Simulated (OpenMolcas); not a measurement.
# ClB: electronic states by CASSCF, CASPT2 and spin–orbit RASSI

Which states of ClB lie lowest, and how does spin–orbit coupling split them?

Program: OpenMolcas 26.06. Level of theory: SA-CASSCF(8,7), XMS-CASPT2, RASSI; ANO-RCC-VTZP. These are calculated values, not measurements.

### Step 1. Set-up

C2 symmetry about the axis (a holds Σ, Δ, Γ; b holds Π, Φ, H; Σ⁺ and Σ⁻ are not told apart); roots by multiplicity and irrep: 1a 1, 3b 2, 1b 2.

Active shells: Cl 3p, B 2s 2p.

The input, m.inp:

```
&GATEWAY
Coord
2
angstrom
Cl 0.0 0.0 0.0
B 0.0 0.0 1.7350
Basis=ANO-RCC-VTZP
Group=XY
RX2C
AMFI
ANGMom
0.0 0.0 0.0
RICD
&SEWARD
&GUESSORB
&RASSCF
FileOrb=$CurrDir/o11.orb
Symmetry=1
Spin=1
nActEl=8 0 0
Inactive=5 2
RAS2=3 4
CIRoot=1 1 1
Linear
Iterations=120 100
OrbListing=Nothing
PRWF=0.15
>>COPY $Project.RasOrb $CurrDir/o11.orb
>>COPY $Project.rasscf.h5 $CurrDir/r11.h5
&CASPT2
XMultistate=all
Imaginary=0.2
IPEA=0.25
MaxIter=40
>>COPY $Project.JobMix JOB001
&RASSCF
FileOrb=$CurrDir/o32.orb
Symmetry=2
Spin=3
nActEl=8 0 0
Inactive=5 2
RAS2=3 4
CIRoot=2 2 1
Linear
Iterations=120 100
OrbListing=Nothing
PRWF=0.15
>>COPY $Project.RasOrb $CurrDir/o32.orb
>>COPY $Project.rasscf.h5 $CurrDir/r32.h5
&CASPT2
XMultistate=all
Imaginary=0.2
IPEA=0.25
MaxIter=40
>>COPY $Project.JobMix JOB002
&RASSCF
FileOrb=$CurrDir/o12.orb
Symmetry=2
Spin=1
nActEl=8 0 0
Inactive=5 2
RAS2=3 4
CIRoot=2 2 1
Linear
Iterations=120 100
OrbListing=Nothing
PRWF=0.15
>>COPY $Project.RasOrb $CurrDir/o12.orb
>>COPY $Project.rasscf.h5 $CurrDir/r12.h5
&CASPT2
XMultistate=all
Imaginary=0.2
IPEA=0.25
MaxIter=40
>>COPY $Project.JobMix JOB003
&RASSI
Nr of JobIphs=3 1 2 2
1
1 2
1 2
SpinOrbit
EJob
Omega
MEES
MESO
Properties=4
'AngMom' 3 'Mltpl  1' 1 'Mltpl  1' 2 'Mltpl  1' 3
Thrs=1.0d-4
>>COPY $Project.rassi.h5 $CurrDir/so.h5
```

Each module block was a call of its own in one work directory; start orbitals came from a preliminary run.

Run with:

```bash
$ pymolcas m.inp
```

### Step 2. The spin-free blocks

After this run come: Spin–orbit coupling by RASSI.

Before running it: what results should come out? Wanted: lowest spin-free state; next spin-free state; lowest level; next level; lowering by spin–orbit coupling; lowest curve, Re and ωe.

The runs gave:

| quantity | value |
| --- | --- |
| lowest spin-free state | (1)1Σ |
| next spin-free state | (1)3Π, 2.440 eV |
| lowest level | Ω = 0, 100 % (1)1Σ |
| next level | Ω = 0, 19637 cm⁻¹ |
| lowering by spin–orbit coupling | 0 cm⁻¹ |
| lowest curve, Re and ωe | 1.731 Å, 825 cm⁻¹ |

At 1.735 Å the lowest computed level has Ω = 0 and is 100 % (1)1Σ. Only the spin multiplicities and numbers of roots in the input were computed, so the list of states is not complete and the lowest one found need not be the ground state; labels number the states computed.
